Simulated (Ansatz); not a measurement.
```yaml
crystal:
  periodic: [false, false, false]
  atoms:
    - {symbol: Li, position_ang: [1.034679, 1.446136, 0.470637]}
    - {symbol: Li, position_ang: [0.052716, -1.834136, -0.128582]}
    - {symbol: Si, position_ang: [-1.087394, 0.387999, -0.342045]}
basis:
  gaussian: {orbitals: "6-31G*"}
hamiltonian: {xc: {name: revPBE0}}
scf: {omitted_lower_state_checks: [starts]}
```

```sh
$ ansatz run in.yaml --threads 4 --pin off --events-out ev --progress --plain --max-ram 3916MiB
```

Output, abridged:

```
Functional definition: revPBE0
  name "revPBE0"
  cite "Zhang & Yang, Phys. Rev. Lett. 80, 890 (1998) doi:10.1103/PhysRevLett.80.890"
  cite "Adamo & Barone, J. Chem. Phys. 110, 6158 (1999) doi:10.1063/1.478522"
  cite "Perdew, Burke & Ernzerhof, Phys. Rev. Lett. 77, 3865 (1996) doi:10.1103/PhysRevLett.77.3865"
  parameter a = 0.25
  parameter kappa = 1.245
  parameter beta = 0.06672455060314922
  exchange = (1 - a)*pbe_x(kappa = kappa, mu = beta*pi^2/3) + a*exact_x
  correlation = pbe_c(beta = beta)
these checks for a lower state are left out or cut short: starts
451 factors; their error is unknown
mean field evaluation 1: about -8280.2220 eV, gradient 1.6e1 eV
mean field evaluation 2: about -8273.4327 eV, gradient 3.2e1 eV
mean field evaluation 4: about -8282.0767 eV, gradient 1.2e0 eV
mean field evaluation 8: about -8282.0868 eV, gradient 3.6e-2 eV
mean field -8282.08685765 eV, -304.3610782185 hartree, gradient 1.0e-5 eV, S^2 0.000000; 0 other end points of the search recorded, 0 dependent functions left out
reference -8282.08689074 eV, -304.3610794346 hartree; 10, 10 occupied and 39, 39 virtual orbitals, 451 factors
Total energy: -8282.08689074 eV, -304.3610794346 hartree
Checks for a lower state left out: starts
```

The 6-31G sets use Cartesian d functions. The restricted singlet is unstable towards broken spin symmetry at other levels; at RKS revPBE0/6-31G* this wasn't settled.
